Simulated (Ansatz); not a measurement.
Reaction (SMILES): S (H2S) → 2 H atom + S atom
B3LYP-D3(BJ)/def2-TZVP geometries, fixed; electronic energies without zero-point terms.
Largest species:
```
S
H 1 1.3426
H 1 1.3426 2 92.55
```
Charge 0, spin multiplicity 1.

Core correlation in the atomisation energy at CCSD(T) with Ansatz (a quantum-chemistry and plane-wave program), in kcal/mol: frozen core against 1s of Al to Cl frozen alone. Core-valence sets carry the plain set on hydrogen. Open shells are unrestricted. Costs are rough ratios of core time on shared machines of one kind.

```json
[
 {"basis": "cc-pV(D+d)Z", "functions, most": "33", "frozen core": "168.97", "1s of Al to Cl frozen alone": "169.87", "core term (second minus first)": "0.91", "cost over frozen core": "-"},
 {"basis": "cc-pCVDZ", "functions, most": "37", "frozen core": "167.24", "1s of Al to Cl frozen alone": "167.84", "core term (second minus first)": "0.60", "cost over frozen core": "-"},
 {"basis": "cc-pV(T+d)Z", "functions, most": "67", "frozen core": "178.27", "1s of Al to Cl frozen alone": "179.92", "core term (second minus first)": "1.65", "cost over frozen core": "-"},
 {"basis": "cc-pCVTZ", "functions, most": "87", "frozen core": "178.19", "1s of Al to Cl frozen alone": "178.61", "core term (second minus first)": "0.42", "cost over frozen core": "-"},
 {"basis": "cc-pwCVTZ", "functions, most": "87", "frozen core": "178.61", "1s of Al to Cl frozen alone": "178.99", "core term (second minus first)": "0.38", "cost over frozen core": "-"},
 {"basis": "cc-pV(Q+d)Z", "functions, most": "124", "frozen core": "181.68", "1s of Al to Cl frozen alone": "182.26", "core term (second minus first)": "0.58", "cost over frozen core": "-"},
 {"basis": "cc-pCVQZ", "functions, most": "169", "frozen core": "181.72", "1s of Al to Cl frozen alone": "182.13", "core term (second minus first)": "0.40", "cost over frozen core": "1×"},
 {"basis": "cc-pwCVQZ", "functions, most": "169", "frozen core": "181.79", "1s of Al to Cl frozen alone": "182.18", "core term (second minus first)": "0.39", "cost over frozen core": "1×"}
]
```

The largest core-valence set, cc-pwCVQZ, gives a core term of 0.39 kcal/mol; the valence set cc-pV(Q+d)Z, which lacks functions for the core, gives 0.58.
